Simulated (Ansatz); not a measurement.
# Relative stability

Two relaxed structures of CH$_{3}$O, doublet (PBE0-D4/def2-TZVP; forces vanish, vibrations not checked).

A:

C1  (0.060, -0.027, -0.173)
O2  (1.229, -0.666, -0.430)
H3  (-0.799, -0.605, 0.146)
H4  (-0.057, 0.903, -0.709)
H5  (1.241, -1.512, 0.025)
(Å)

B:

```xyz
5
angstrom
C -0.0003 0.0519 0.0138
O 0.9811 -0.8433 -0.2540
H -0.9487 -0.5082 -0.1081
H -0.0416 0.8845 -0.7038
H 0.0095 0.4152 1.0521
```

Program: Ansatz 0.2.0. Basis: def2-TZVPP. Cores are frozen in the correlated methods; orbitals are unrestricted. B3LYP uses VWN-RPA correlation.

Question: Which structure is lower at CCSD(T), and by how much? (An estimate is asked for; the value comes from the calculation.)

Answer: By the calculation: A, by 0.377 eV (electronic energy, against the other). By their contacts, A is CH₃O ([CH2][OH]) and B is CH₃O ([CH3][O]).

Question: Do the other methods give the same order? (A judgement: the text doesn't fix the answer.)

Answer: By the calculation: Not all: HF gives the other order.

```tsv
method	E(B) − E(A) (eV)
PBE-D4	0.358
r2SCAN-D4	0.337
PBE0-D4	0.327
B3LYP-D4	0.303
wB97M-V	0.345
HF	-0.062
MP2	0.603
CCSD	0.341
CCSD(T)	0.377
```

The T1 diagnostic stays at or below 0.019. ⟨S²⟩ of the unrestricted Hartree–Fock references: 0.76 (a pure state has 0.75).

Labels in which every atom is bracketed show which atoms are joined, not bond orders.

For scale, one of the runs: CCSD(T)/def2-TZVPP, 104 basis functions, launched by `ansatz run in.yaml --threads 2 --pin off --events-out ev --progress --plain --max-ram 4352MiB`. The run took 4.1 s on 2 CPU threads of an Intel Xeon 6975P-C (shared host), with 0.8 GiB of host memory at its peak.
